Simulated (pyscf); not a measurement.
**Concerted two-bond exchange: InH [singlet] + H₂O → O=InH + H₂**

Gas phase, singlet surface, charge 0. Bonds broken: O3–H4, O3–H5. Bonds formed: In1–O3, H4–H5. PySCF, gas phase, ωB97X-D3(BJ)/def2-SVP geometries.

Transition state (Å):

```xyz
5

In     1.2084     1.2502     0.2226
H      2.4222     1.6825    -0.9989
O     -0.2997    -0.1180     0.1930
H     -1.1512    -0.2938    -0.5007
H     -1.0734    -1.2471    -0.7197
```

One imaginary mode, 1364i cm⁻¹; descent along it reached the two sides named, in the forms told below.

```json
[
 {"bond": "O3–H4", "change": "breaks", "reactant side (Å)": "0.965", "saddle": "1.112", "product side": "2.327"},
 {"bond": "O3–H5", "change": "breaks", "reactant side (Å)": "0.970", "saddle": "1.645", "product side": "3.1"},
 {"bond": "In1–O3", "change": "forms", "reactant side (Å)": "2.6", "saddle": "2.036", "product side": "1.833"},
 {"bond": "H4–H5", "change": "forms", "reactant side (Å)": "1.547", "saddle": "0.981", "product side": "0.765"}
]
```

Electronic energies relative to the separated reactants (kcal/mol):

```tsv
level	barrier	reaction energy	reverse barrier
ωB97X-D3(BJ)/def2-TZVP	89.7	+39.5	50.1
PBE/def2-TZVP	65.4	+32.7	32.7
r²SCAN/def2-TZVP	70.4	+33.7	36.7
B3LYP-D3(BJ)/def2-TZVP	77.1	+40.3	36.8
PBE0-D3(BJ)/def2-TZVP	79.4	+42.0	37.4
M06-2X/def2-TZVP	87.5	+43.8	43.6
ωB97M-D3(BJ)/def2-TZVP	89.9	+43.8	46.1
HF/def2-TZVP	120.2	+62.4	57.7
```

With ωB97M-D3(BJ)/def2-TZVP energies and thermal terms (ideal gas, 1 atm, RRHO with modes under 100 cm⁻¹ raised to 100, one conformer, R ln 2 for chiral ones without a mode under 150 cm⁻¹), in kcal/mol:

```
T (K)   ΔH‡    ΔG‡     ΔH     ΔG
-----  ----  -----  -----  -----
298    83.8   91.6  +39.8  +41.8
600    84.4   99.3  +40.7  +43.4
900    85.2  106.6  +41.6  +44.6
1200   86.1  113.5  +42.4  +45.5
```

On the reactant side the descent ends in a bound adduct, 10.1 kcal/mol under the separated species and 99.8 kcal/mol under the saddle at ωB97X-D3(BJ)/def2-TZVP. The same reactants have a lower exit, to HO–In [singlet] + H₂ (barrier +3.7 kcal/mol at ωB97M-D3(BJ)/def2-TZVP, against +89.9 kcal/mol here). O=InH lies 62.9 kcal/mol over its isomer HO–In [singlet] (electronic energy, ωB97M-D3(BJ)/def2-TZVP). One saddle was located; it need not be the lowest between these sides. One closed-shell reference is unstable to symmetry breaking; treat the single-reference values with care. Elements past Kr carry the def2 core potentials, without spin-orbit coupling.
